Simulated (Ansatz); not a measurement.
**LiF (SMILES [Li][F]): one structure at several levels**

One table from this session's results is given with a row withheld; the runs are named, their logs left out.

Program: Ansatz 0.2.0, Gaussian basis. Level of theory: single points in def2-TZVPP. These are calculated values, not measurements.

Correlated methods freeze the cores. The outer core shell of Li, Na, Mg and K is correlated. B3LYP uses VWN-RPA correlation.

### The system as given

SMILES `[Li][F]`, 2 atoms, charge 0, spin multiplicity 1.

Atoms are counted from 1 here; the program's logs count them from 0.

Bond lengths: Li1–F2 1.580 Å.

As a file:

```mol
FLi
  3D, bonds by distance, orders not assigned

  2  1  0  0  0  0  0  0  0  0999 V2000
   -0.6986    0.2084   -0.3940 Li  0  0
    0.5847   -0.3358    0.3502 F   0  0
  1  2  8  0
M  END
```

Set-up of the first run:

File run/in.yaml:

```yaml
crystal:
  periodic: [false, false, false]
  atoms:
    - {symbol: Li, position_ang: [-0.698600, 0.208400, -0.394000]}
    - {symbol: F, position_ang: [0.584700, -0.335800, 0.350200]}
basis:
  gaussian: {orbitals: def2-TZVPP}
correlation: {method: ccsd_t}
output: {forces: true}
```

The command line of these runs was not kept.

Steps of the session up to this table: CCSD(T)/def2-TZVPP; PBE0-D4/def2-TZVPP; wB97M-V/def2-TZVPP; r2SCAN-D4/def2-TZVPP; PBE-D4/def2-TZVPP; B3LYP-D4/def2-TZVPP; BLYP-D4/def2-TZVPP.

One table of the session follows, with a row left open; its other results are not shown here.

```
   method  RMS force component (eV/Å)  dipole (D)
  CCSD(T)                       0.068        6.35
  PBE0-D4                           ?           ?
  wB97M-V                       0.090        6.22
r2SCAN-D4                       0.056        6.26
   PBE-D4                       0.033        6.05
 B3LYP-D4                       0.126        6.19
  BLYP-D4                       0.019        6.03
```

Q: Estimate the row for PBE0-D4 from the others.

The run gave: RMS force component (eV/Å): 0.143; dipole (D): 6.25. In the column «RMS force component (eV/Å)» it is the highest.
